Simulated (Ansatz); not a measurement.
**NOF (SMILES O=NF) at 6 levels**

We compute a comparison of 6 runs (HF/STO-3G, HSE06/STO-3G, UPBE/STO-3G, wB97X/STO-3G, BCCD(T)/STO-3G, CCSDT(Q)/STO-3G) of NOF. 

Program for the calculation: Ansatz 0.2.0.

63 further runs of the same task are left out: 16 that didn't finish, 47 set aside as unsound or not needed.

## Step 1: Starting point

NOF: 3 atoms, total charge 0, spin state singlet. SMILES: `O=NF`. The N2–O1 distance was set to 1.408 Å, away from the relaxed value.

Bond lengths: O1–N2 1.408 Å, N2–F3 1.483 Å. Angles: O1–N2–F3 110.4°.

## Step 2: The energy at HF/STO-3G (run 1)

File molecule.yaml:

```yaml
crystal:
  periodic: [false, false, false]
  atoms:
    - symbol: O
      position_ang: [1.048178, 0.424320, 0.623430]
    - symbol: N
      position_ang: [0.148930, -0.482540, 0.029910]
    - symbol: F
      position_ang: [-1.017290, 0.239580, -0.534650]
basis:
  gaussian: {orbitals: STO-3G}
hamiltonian: {xc: hf}
accuracy: high
```

Started as:

```console
$ ansatz run molecule.yaml --threads 1 --pin off --max-ram 3480MiB --events-out events.jsonl --progress --plain --runs-dir runs
```

Log:

```text
Warning: RAYON_NUM_THREADS=1 ignored (pool sized by the plan → 1); use --threads N
Functional definition: HF
  name "HF"
  exchange = exact_x
  correlation = 0
250 factors; integrals over basis functions are off by at most 4.4e-8 eV
mean field evaluation 1: about -6128.7084 eV, gradient 4.3e1 eV
mean field evaluation 2: about -6128.8197 eV, gradient 4.3e1 eV
mean field evaluation 4: about -6134.9722 eV, gradient 4.5e0 eV
mean field evaluation 8: about -6135.1355 eV, gradient 2.8e-1 eV
mean field evaluation 16: about -6130.4908 eV, gradient 3.0e0 eV
mean field -6135.13677505 eV, -225.4621179381 hartree, gradient 2.3e-8 eV, S^2 0.000000; 0 other end points of the search recorded, 0 dependent functions left out
reference -6135.13677505 eV, -225.4621179381 hartree; 12, 12 occupied and 3, 3 virtual orbitals, 250 factors
Total energy: -6135.13677505 eV, -225.4621179381 hartree
```

Wall time 0.1 s (1 thread of Intel Xeon Platinum 8488C (Sapphire Rapids), shared host).

## Step 3: The energy at HSE06/STO-3G (run 2)

File job.yaml:

```yaml
crystal:
  periodic: [false, false, false]
  atoms:
    - {symbol: O, position_ang: [1.048178, 0.424320, 0.623430]}
    - {symbol: "N", position_ang: [0.148930, -0.482540, 0.029910]}
    - {symbol: F, position_ang: [-1.017290, 0.239580, -0.534650]}
basis:
  gaussian: {orbitals: STO-3G}
hamiltonian: {xc: {name: HSE06}}
accuracy: high
```

Started as:

```console
$ ansatz run job.yaml --threads 1 --pin off --max-ram 3480MiB --events-out events.jsonl --progress --plain --runs-dir runs
```

Log:

```text
Warning: RAYON_NUM_THREADS=1 ignored (pool sized by the plan → 1); use --threads N
Functional definition: HSE06
  name "HSE06"
  parameter a = 0.25
  parameter omega = 0.11/bohr
  exchange = pbe_x - a*pbe_x_sr(omega) + a*exact_x_sr(omega)
  correlation = pbe_c
250 factors; integrals over basis functions are off by at most 4.4e-8 eV
40 factors; integrals over basis functions are off by at most 2.9e-10 eV
mean field evaluation 1: about -6155.5351 eV, gradient 2.8e1 eV
mean field evaluation 2: about -6125.1044 eV, gradient 1.1e2 eV
mean field evaluation 4: about -6157.5728 eV, gradient 6.8e0 eV
mean field evaluation 8: about -6157.7047 eV, gradient 4.8e-1 eV
mean field evaluation 16: about -6157.7053 eV, gradient 5.1e-6 eV
mean field -6157.70530490 eV, -226.2914961123 hartree, gradient 2.4e-8 eV, S^2 0.000000; 0 other end points of the search recorded, 0 dependent functions left out
reference -6157.70530562 eV, -226.2914961389 hartree; 12, 12 occupied and 3, 3 virtual orbitals, 250 factors
Total energy: -6157.70530562 eV, -226.2914961389 hartree
```

Wall time 0.65 s (1 thread of Intel Xeon Platinum 8488C (Sapphire Rapids), shared host).

## Step 4: A single-point energy at UPBE/STO-3G (run 3)

File run.yaml:

```yaml
basis:
  gaussian:
    orbitals: STO-3G
crystal:
  periodic: [false, false, false]
  atoms:
    - {symbol: O, position_ang: [1.048178, 0.424320, 0.623430]}
    - {symbol: N, position_ang: [0.148930, -0.482540, 0.029910]}
    - {symbol: F, position_ang: [-1.017290, 0.239580, -0.534650]}
magnetization:
  spin_polarized: true
hamiltonian:
  xc: pbe
accuracy: high
```

Started as:

```console
$ ansatz run run.yaml --threads 1 --pin off --max-ram 3480MiB --events-out events.jsonl --progress --plain --runs-dir runs
```

Log:

```text
Warning: RAYON_NUM_THREADS=1 ignored (pool sized by the plan → 1); use --threads N
Functional definition: PBE
  name "PBE"
  parameter kappa = 0.804
  parameter beta = 0.06672455060314922
  exchange = pbe_x(kappa = kappa, mu = beta*pi^2/3)
  correlation = pbe_c(beta = beta)
250 factors; integrals over basis functions are off by at most 4.4e-8 eV
mean field evaluation 1: about -6156.5615 eV, gradient 1.6e1 eV
mean field evaluation 2: about -6083.7667 eV, gradient 1.1e2 eV
mean field evaluation 4: about -6158.1271 eV, gradient 3.6e0 eV
mean field evaluation 8: about -6158.1426 eV, gradient 2.3e-1 eV
mean field evaluation 16: about -6158.1430 eV, gradient 5.3e-6 eV
mean field evaluation 32: about -6157.0335 eV, gradient 8.3e0 eV
mean field -6158.14299506 eV, -226.3075809293 hartree, gradient 4.8e-8 eV, S^2 0.000000; 5 other end points of the search recorded, 0 dependent functions left out
reference -6158.14299579 eV, -226.3075809560 hartree; 12, 12 occupied and 3, 3 virtual orbitals, 250 factors
Total energy: -6158.14299579 eV, -226.3075809560 hartree
```

Run time: 1.3 s. Hardware: 1 thread of Intel Xeon Platinum 8488C (Sapphire Rapids), shared host; peak memory 0.11 GiB.

Runs 4 to 5 aren't shown in full; the table further down has their settings and results.

## Step 5: The energy at CCSDT(Q)/STO-3G (run 6)

File run.yaml:

```yaml
crystal:
  periodic: [false, false, false]
  atoms:
    - symbol: O
      position_ang: [1.048178, 0.424320, 0.623430]
    - symbol: N
      position_ang: [0.148930, -0.482540, 0.029910]
    - symbol: F
      position_ang: [-1.017290, 0.239580, -0.534650]
basis:
  gaussian:
    orbitals: STO-3G
correlation:
  method: ccsdt_q
  frozen_orbitals: {F: 1, "N": 1, O: 1}
scf:
  omitted_lower_state_checks: [cluster_reference, increment]
accuracy: high
```

Started as:

```console
$ ansatz run run.yaml --threads 1 --pin off --max-ram 3480MiB --events-out events.jsonl --progress --plain --runs-dir runs
```

Log:

```text
Warning: RAYON_NUM_THREADS=1 ignored (pool sized by the plan → 1); use --threads N
[... 12 lines left out ...]
3 core orbitals not correlated: weight in the atoms' cores, before any rotation towards them, 1.000 or more for the frozen orbitals, at most 0.000 for the correlated occupied ones
[... 38 lines left out ...]
WARN: these amplitudes may be one of several solutions (largest doubles amplitude 0.29, level shift 2.06 eV)
Total energy: -6141.90325693 eV, -225.7107815607 hartree
Checks for a lower state left out: cluster_reference, increment
```

It took 0.71 s on 1 thread of Intel Xeon Platinum 8488C (Sapphire Rapids), shared host.

## Step 6: Overview of the runs

| run | level | frozen core orbitals | energy (Eh) | wall time |
| --- | --- | --- | --- | --- |
| 1 | HF/STO-3G | – | -225.462118 | 0.1 s |
| 2 | HSE06/STO-3G | – | -226.291496 | 0.65 s |
| 3 | UPBE/STO-3G | – | -226.307581 | 1.3 s |
| 4 | wB97X/STO-3G | – | -226.467645 | 4.5 s |
| 5 | BCCD(T)/STO-3G | 3 | -225.705599 | 0.33 s |
| 6 | CCSDT(Q)/STO-3G | 3 | -225.710782 | 0.71 s |

## Step 7: Results

| quantity | value |
| --- | --- |
| run 6: total energy | -225.71078 Eh |
| run 6: correlation energy (3 core orbitals frozen) | -248.7 mEh |
| run 6: T1 diagnostic | 0.025 |

**Reading.** Below the HF energy at the same shape and in the same basis (STO-3G): BCCD(T) -243.5 mEh; CCSDT(Q) -248.7 mEh. Totals of different functionals can't be ranked against each other. In runs 5, 6 the log says that unrestricted orbitals would lower the reference, so the values rest on an unstable closed-shell determinant (other closed-shell runs at this shape may share the fault). In runs 1, 2, 3, 4, 5, 6 the basis is minimal, so the values are rough. All runs together took 7.6 s, the longest 4.5 s.
